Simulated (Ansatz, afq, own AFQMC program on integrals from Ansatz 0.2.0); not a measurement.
AlBH₂, triplet: a scan with AFQMC

```xyz
4

B     0.0000    0.0000    1.0513
Al    0.0000    0.0000   -0.8575
H     0.0000    0.0000    2.2344
H     0.0000    0.0000   -2.4283
```

The angle Al2–B1–H3 is changed with bond lengths fixed. Energies in mEh count from this geometry (180.000 °) at the same level; the start stands on UHF, each point on the determinant named.

Basis cc-pVDZ. Noble-gas cores (and the filled d shells of Ga–Kr and In–Xe) are frozen. Ansatz 0.2.0 and our own AFQMC program on the same integrals; the CISD trial comes from CCSD amplitudes, and released means the phaseless constraint is let go. Error bars are statistical, one sigma.

Cautions, each for one point or more: lower spins were not checked; the ph-AFQMC/CISD walk drifts between its halves.

| angle Al2–B1–H3 / ° | det. | T1 | weight | ⟨S²⟩ | CCSD(T) | ph-AFQMC/CISD | released AFQMC | CCSDT(Q) | B3LYP | HF |
| --- | --- | --- | --- | --- | --- | --- | --- | --- | --- | --- |
| 67.300 | UHF | 0.026 | 0.89 | 2.03 | 52.0 | 51.4 ± 0.5 | 52.1 ± 0.5 | 51.9 | 53.9 | 53.9 |
| 89.500 | UHF | 0.023 | 0.89 | 2.02 | 35.0 | 34.6 ± 0.5 | 34.3 ± 0.6* | 34.9 | 34.3 | 34.2 |
| 101.400 | UHF | 0.023 | 0.89 | 2.02 | 26.9 | 26.9 ± 0.5 | – | 26.9 | 25.9 | 25.6 |
| 122.200 | UHF | 0.024 | 0.89 | 2.02 | 14.9 | 15.6 ± 0.5 | 15.0 ± 0.6* | 14.9 | 14.2 | 13.9 |
| 142.100 | UHF | 0.021 | 0.89 | 2.02 | 6.7 | 6.1 ± 0.5 | 7.3 ± 0.5 | 6.6 | 6.3 | 6.3 |
| 159.400 | UHF | 0.019 | 0.90 | 2.02 | 2.0 | 2.1 ± 0.4 | 3.0 ± 0.5 | 2.0 | 1.9 | 2.0 |

Weight is that of the determinant in the CISD state; at the start T1 is 0.017 and the weight 0.90, and ⟨S²⟩ is 2.01. An asterisk marks released energies that aren't shown to be converged. Symmetry can't show for every point that it stays on the start's state. A dash marks a missing value, a released energy that hasn't settled or a functional that sits on another state. Largest departures from CCSDT(Q), at the points where its series has closed: CCSD(T) 0.2 mEh at 67.300 (on UHF), ph-AFQMC/CISD 0.7 mEh at 122.200 (on UHF) (within the noise), released AFQMC 0.9 mEh at 159.400 (on UHF) (within the noise), HF 2.0 mEh at 67.300 (on UHF). The functionals aren't scored here. In this small basis the wave-function levels are far from their limit, so their gap to the functionals isn't the functionals' error.

Some points may be missing: those where a free walk finds a much lower state, and past Zn most of those on another determinant than at the start.

CCSDT and higher add their correlation energy to the determinant of the CCSD(T) run, since their own runs factorise the integrals more tightly (a shift of under 2 meV). A walk keeps the symmetry of its determinant, which the program's search chose and which needn't be the lowest solution, so a lower state of the same spin and another symmetry isn't excluded.
